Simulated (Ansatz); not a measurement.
A made-up structure of CHS₂ (charge -1), singlet:

```tsv
atom	x (Å)	y (Å)	z (Å)
S1	1.4612	-0.5199	-0.5415
C2	-0.0134	-0.0215	0.0697
S3	-1.2371	0.8797	-0.6279
H4	2.7849	-0.2830	-0.7448
```

It is relaxed with PBE-D4/def2-SVPD and then PBE0-D4/def2-TZVPD (Ansatz 0.2.0). Atoms count as bonded within 1.22 times the sum of their covalent radii (H–H: 0.88 Å). The end point is not checked to be a true minimum.

Does its bonding change? (A judgement: the text doesn't fix the answer.)

By the calculation: No: no bond forms or breaks.

Where it ends: The first stage lowers the energy by 1.82 eV in 11 steps. It ends as CHS₂ ([S][C][SH]), total charge -1:
S1  (1.548, -0.789, -0.114)
C2  (-0.085, -0.307, 0.021)
S3  (-0.632, 1.029, -0.790)
H4  (2.165, 0.123, -0.962)
(Å)

Labels in which every atom is bracketed show which atoms are joined, not bond orders.

For scale, one of the runs: PBE0-D4/def2-TZVPD relaxation, 138 basis functions, launched by `ansatz run in.yaml --threads 2 --pin off --events-out ev --progress --plain --max-ram 4352MiB`. The run took about 23 s on 2 CPU threads of an Intel Xeon Platinum 8259CL (shared host).
